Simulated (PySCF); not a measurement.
Rows and methods have been separated. Pair them.

H₂O.
Numbering: `[OH2:1]` (hydrogens: H2, H3 on O1)

The closed-shell ground state was solved 7 times with PySCF (density fitting, gas phase), always in the pcSseg-1 basis (27 functions), with these functionals: B3LYP, CAM-B3LYP, HF, KT2, KT3, PBE0 and wB97X-D. Geometry: PBE0-D3(BJ)/def2-SVP; no solvent, vibrations or thermal averaging.

```json
{"row": "P", "total energy (Eh)": "-77.3839", "HOMO (eV)": "-6.82", "LUMO (eV)": "0.16", "dipole (D)": "1.94"}
{"row": "Q", "total energy (Eh)": "-76.3929", "HOMO (eV)": "-10.69", "LUMO (eV)": "3.23", "dipole (D)": "2.11"}
{"row": "R", "total energy (Eh)": "-76.3890", "HOMO (eV)": "-10.19", "LUMO (eV)": "2.11", "dipole (D)": "2.12"}
{"row": "S", "total energy (Eh)": "-76.0129", "HOMO (eV)": "-13.70", "LUMO (eV)": "4.31", "dipole (D)": "2.19"}
{"row": "T", "total energy (Eh)": "-76.3321", "HOMO (eV)": "-8.63", "LUMO (eV)": "1.34", "dipole (D)": "2.10"}
{"row": "U", "total energy (Eh)": "-76.4171", "HOMO (eV)": "-8.30", "LUMO (eV)": "0.85", "dipole (D)": "2.08"}
{"row": "V", "total energy (Eh)": "-77.4537", "HOMO (eV)": "-6.80", "LUMO (eV)": "0.46", "dipole (D)": "1.98"}
```

Q: Which functional belongs to which row?

A: P = KT3, Q = wB97X-D, R = CAM-B3LYP, S = HF, T = PBE0, U = B3LYP, V = KT2. By rising HOMO–LUMO gap: KT3 (GGA) 6.98 eV; KT2 (GGA) 7.26 eV; B3LYP (global hybrid, 20 % exact exchange) 9.15 eV; PBE0 (global hybrid, 25 % exact exchange) 9.97 eV; CAM-B3LYP (range-separated hybrid) 12.30 eV; wB97X-D (range-separated hybrid) 13.92 eV; HF (all exact exchange) 18.01 eV. Total energies of different functionals aren't bounds to one another; each is stationary for its own functional.

Note: wB97X-D ran without an empirical dispersion term, which enters the total energy and its gradient alone.
